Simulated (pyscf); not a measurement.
Single points on ωB97X-D3(BJ)/def2-SVP structures (PySCF, gas phase). MP2 and CC: frozen core, UHF for open shells. ΔMP2 is the change of the MP2 total energy from the triple- to the quadruple-zeta basis.

### Question
PBE/def2-TZVP puts the barrier of H₃C–InH₂ + hydrogen fluoride (HF) → methane (CH₄) + F–InH₂ (four-centre exchange; singlet surface; C–In, F–H broken, C–H, F–In formed) at -1.1 kcal/mol and the reaction energy at -27.8 kcal/mol, from the separated reactants. What do r²SCAN/def2-TZVP, ωB97M-D3(BJ)/def2-TZVP, CCSD(T)/def2-TZVPP + ΔMP2(QZVPP) give on the same structures?

### Answer
r²SCAN: ΔE‡ = -2.0 kcal/mol, ΔE = -29.0 kcal/mol; ωB97M-D3(BJ): ΔE‡ = 3.3 kcal/mol, ΔE = -26.9 kcal/mol; CCSD(T): ΔE‡ = 5.3 kcal/mol, ΔE = -24.1 kcal/mol. PBE's barrier lies among them. Its reaction energy lies among theirs. On the reactant side the descent ends in an adduct with a F–In contact, 6.8 kcal/mol under the separated species and 9.3 kcal/mol under the saddle at ωB97X-D3(BJ)/def2-TZVP. On the product side the descent ends in a complex, 4.3 kcal/mol under the separated species and 33.0 kcal/mol under the saddle at ωB97X-D3(BJ)/def2-TZVP. At PBE, r²SCAN the saddle lies under the separated reactants, which points to a path from their complex (located at ωB97X-D3(BJ) alone). What is counted as formed (F–In) is already present as a longer contact in the reactant adduct; forming that adduct is a step of its own. At ωB97X-D3(BJ)/def2-TZVP the barrier from the zero used here is 2.5 kcal/mol. One saddle was located; it need not be the lowest between these sides. The CCSD(T) − MP2 part came from Ansatz, without density fitting, on the same reference. The frozen core leaves the outer d or s,p core shells of the metals and heavy elements correlated in the MP2 and CC values, and def2-TZVPP describes them poorly, which can shift differences by a few kcal/mol. Elements past Kr carry the def2 core potentials, without spin-orbit coupling.
